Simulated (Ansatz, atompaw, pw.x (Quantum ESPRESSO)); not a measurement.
tungsten (W): does the PAW (atompaw) potential hold in the solid?

```
Element                 : W
Generator               : atompaw 4.2.0.5
Type                    : PAW
Functional              : PBEsol
Relativity              : scalar-relativistic
Frozen core             : [Xe] 4f14
Valence charge          : 6
Reference configuration : 5d4 6s2 6p0
Partial waves           : 6s (bound): rc 1.35 bohr; 6s channel at 1.65 Ry: rc 1.35 bohr; 6p (bound, empty): rc 3.00 bohr; 6p channel at 1.35 Ry: rc 3.00 bohr; 5d (bound): rc 2.80 bohr; 5d channel at 1.9 Ry: rc 3.00 bohr
Local potential         : bessel scheme, radius 2.55 bohr
Core correction         : smooth core density matched at 2.40 bohr
Augmentation charge     : besselshape compensation charge, radius 2.85 bohr; PAW radius 3.00 bohr; waves and projectors: custom rrkj vanderbiltortho
```

Crystal test: fcc W in pw.x 7.5, no spin, 14³ k-points, Fermi–Dirac smearing 0.01 Ry, cutoffs 40/400 Ry. The reference is all-electron LAPW (Ansatz 0.2.0) with the same functional, mesh and smearing; V0 and B0 come from Birch–Murnaghan fits to the pressures at five volumes. Errors are pseudo minus all-electron; Δ is the rms difference of the E(V) curves that follow from these fits, minima aligned, over ±6 % about the mean V0. Mesh and smearing are coarse, so the numbers serve the comparison and aren't converged zero-temperature values; the lattice is a test structure that the element need not adopt.

All-electron: a0 = 4.000 Å (V0 = 16.00 Å³/atom), B0 = 298.8 GPa.

Question: How far does the potential miss the all-electron equation of state?

Answer: mean pressure error (GPa): +73.76. The pressure does not cross zero within the volumes sampled, so no fit is given. The largest radius (3.00 bohr) exceeds half the bond length (2.67 bohr), so the spheres overlap, which is one possible source of error among others. This is a poor potential for the solid. Note: ghost state, extra bound levels that the all-electron valence spectrum of the same l lacks: s at -72.8 eV. A true bound ghost makes a file unfit for plane-wave use.

| V (Å³/atom) | P all-electron (GPa) | P pseudo (GPa) |
| --- | --- | --- |
| 15.195 | 17.15 | 92.48 |
| 15.595 | 8.12 | 82.83 |
| 15.995 | 0.14 | 74.14 |
| 16.395 | -6.90 | 66.05 |
| 16.795 | -13.11 | 58.73 |

Question: At the middle volume, how do free energy and pressure move when the wave cutoff is lowered (ecutrho held at 400 Ry)?

Answer:

```json
{"cutoff (Ry)": "18", "shift of F (meV/atom)": "+7779.3", "shift of P (GPa)": "-58.18"}
{"cutoff (Ry)": "24", "shift of F (meV/atom)": "+4544.4", "shift of P (GPa)": "-69.56"}
{"cutoff (Ry)": "32", "shift of F (meV/atom)": "+1265.1", "shift of P (GPa)": "-44.48"}
```

Input at the middle volume:

```
&control
  calculation='scf', prefix='x', pseudo_dir='./', outdir='./tmp', tstress=.true., disk_io='none'
/
&system
  ibrav=0, nat=1, ntyp=1, ecutwfc=40, ecutrho=400, nbnd=10,
  occupations='smearing', smearing='fd', degauss=0.01
/
&electrons
  conv_thr=1e-09, mixing_beta=0.4, electron_maxstep=70
/
ATOMIC_SPECIES
W 1.0 W.UPF
CELL_PARAMETERS angstrom
  0.00000000 1.99979164 1.99979164
  1.99979164 0.00000000 1.99979164
  1.99979164 1.99979164 0.00000000
ATOMIC_POSITIONS crystal
W 0.0000 0.0000 0.0000
K_POINTS automatic
14 14 14 0 0 0
```

```bash
pw.x < W.scf.in > W.scf.out
```

Lines of the output:

```
Message from routine setup:
     using ibrav=0 with symmetry is DISCOURAGED, use correct ibrav instead
     lattice parameter (alat)  =       5.3444  a.u.
     unit-cell volume          =     107.9396 (a.u.)^3
     number of electrons       =         6.00
     number of Kohn-Sham states=           10
     kinetic-energy cutoff     =      40.0000  Ry
     charge density cutoff     =     400.0000  Ry
     scf convergence threshold =      1.0E-09
     Exchange-correlation= SLA PW PSX PSC
     number of k points=   104  Fermi-Dirac smearing, width (Ry)=  0.0100
     iteration #  1     ecut=    40.00 Ry     beta= 0.40
     total energy              =    -654.82686018 Ry
     estimated scf accuracy    <       2.09027119 Ry
     iteration #  2     ecut=    40.00 Ry     beta= 0.40
     total energy              =    -654.61872936 Ry
     estimated scf accuracy    <       0.54149080 Ry
     iteration #  3     ecut=    40.00 Ry     beta= 0.40
     total energy              =    -654.67024333 Ry
     estimated scf accuracy    <       0.00369195 Ry
     iteration #  4     ecut=    40.00 Ry     beta= 0.40
     total energy              =    -654.67136914 Ry
     estimated scf accuracy    <       0.00072882 Ry
     iteration #  5     ecut=    40.00 Ry     beta= 0.40
     total energy              =    -654.67139464 Ry
     estimated scf accuracy    <       0.00002635 Ry
     iteration #  6     ecut=    40.00 Ry     beta= 0.40
     total energy              =    -654.67139668 Ry
     estimated scf accuracy    <       0.00001036 Ry
     iteration #  7     ecut=    40.00 Ry     beta= 0.40
     total energy              =    -654.67139687 Ry
     estimated scf accuracy    <       0.00000028 Ry
     iteration #  8     ecut=    40.00 Ry     beta= 0.40
     total energy              =    -654.67139681 Ry
     estimated scf accuracy    <          5.0E-09 Ry
     iteration #  9     ecut=    40.00 Ry     beta= 0.40
     total energy              =    -654.67139685 Ry
     estimated scf accuracy    <          6.2E-09 Ry
     iteration # 10     ecut=    40.00 Ry     beta= 0.40
     the Fermi energy is    14.4372 ev
!    total energy              =    -654.67139688 Ry
     estimated scf accuracy    <          4.0E-10 Ry
     smearing contrib. (-TS)   =      -0.00426547 Ry
     The total energy is F=E-TS. E is the sum of the following terms:
     one-electron contribution =       3.63571420 Ry
     hartree contribution      =       2.54155467 Ry
     xc contribution           =      -6.87800819 Ry
     ewald contribution        =     -21.83811582 Ry
     one-center paw contrib.   =    -632.12827627 Ry
     convergence has been achieved in  10 iterations
          total   stress  (Ry/bohr**3)                   (kbar)     P=      741.44
     Message from routine punch:
     Nothing written, as per user request (disk_io='none')
```

The run at the middle volume (104 k-points, 10 iterations) took about 16 s on one core of a shared host (Intel(R) Xeon(R) Platinum 8259CL CPU @ 2.50GHz, 96 threads, 755 GiB, load 45).
